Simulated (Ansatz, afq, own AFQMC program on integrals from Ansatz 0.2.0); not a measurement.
BH3⁺, doublet: a scan with AFQMC

```yaml
atoms:
  - { symbol: B, position_ang: [0.0000, 0.0000, 0.0681] }
  - { symbol: H, position_ang: [0.0000, 0.7178, -0.9866] }
  - { symbol: H, position_ang: [0.0000, 0.0000, 1.2424] }
  - { symbol: H, position_ang: [0.0000, -0.7178, -0.9866] }
```

The B1–H2 distance is changed with both sides rigid. Energies in mEh count from this geometry (1.276 Å) at the same level; the start stands on UHF, each point on the determinant named.

Basis cc-pVDZ. Noble-gas cores (and the filled d shells of Ga–Kr and In–Xe) are frozen. Ansatz 0.2.0 and our own AFQMC program on the same integrals; the CISD trial comes from CCSD amplitudes, and released means the phaseless constraint is let go. Uncertainties: one standard error, sampling alone.

Cautions, each for one point or more: the ph-AFQMC/CISD walk drifts between its halves.

| r(B1–H2) / Å | det. | T1 | weight | ⟨S²⟩ | B3LYP | B2PLYP | CCSD(T) |
| --- | --- | --- | --- | --- | --- | --- | --- |
| 1.134 | UHF | 0.010 | 0.95 | 0.76 | 8.6 | 8.3 | 8.7 |
| 1.378 | UHF | 0.011 | 0.95 | 0.76 | 1.6 | 1.9 | 1.8 |
| 1.780 | UHF | 0.022 | 0.94 | 0.77 | 24.4 | 25.4 | 24.9 |
| 2.312 | UHF | 0.013 | 0.95 | 0.75 | 42.2 | 41.8 | 39.0 |
| 3.415 | UHF | 0.008 | 0.96 | 0.75 | 52.8 | 49.4 | 41.9 |

(1) Estimate the curve of full CI, counted from the same start.

Results:

(1) 
```csv
r(B1–H2) / Å,det.,T1,weight,⟨S²⟩,FCI,ph-AFQMC/CISD,released AFQMC,CCSDT(Q)
1.134,UHF,0.010,0.95,0.76,8.7,8.7 ± 0.1,8.7 ± 0.09,8.7
1.378,UHF,0.011,0.95,0.76,1.8,1.8 ± 0.1,1.7 ± 0.1,1.8
1.780,UHF,0.022,0.94,0.77,24.8,24.9 ± 0.1,24.7 ± 0.1,24.8
2.312,UHF,0.013,0.95,0.75,39.0,39.0 ± 0.1,38.8 ± 0.1,39.0
3.415,UHF,0.008,0.96,0.75,42.0,41.9 ± 0.1,41.8 ± 0.1,42.0
```

Weight is that of the determinant in the CISD state; at the start T1 is 0.009 and the weight 0.95, and ⟨S²⟩ is 0.76. Symmetry can't show for every point that it stays on the start's state. Largest departures from full CI: CCSD(T) -0.1 mEh at 3.415 (on UHF), ph-AFQMC/CISD 0.1 mEh at 1.780 (on UHF) (within the noise), released AFQMC -0.2 mEh at 2.312 (on UHF), CCSDT(Q) 0.0 mEh at 1.780 (on UHF). The functionals aren't scored here. In this small basis the wave-function levels are far from their limit, so their gap to the functionals isn't the functionals' error.

CCSDT and higher add their correlation energy to the determinant of the CCSD(T) run, since their own runs factorise the integrals more tightly (a shift of under 2 meV). A walk keeps the symmetry of its determinant, which the program's search chose and which needn't be the lowest solution, so a lower state of the same spin and another symmetry isn't excluded. Released energies are given only where the last usable release times agree within the noise; a slower fall can still hide under it.
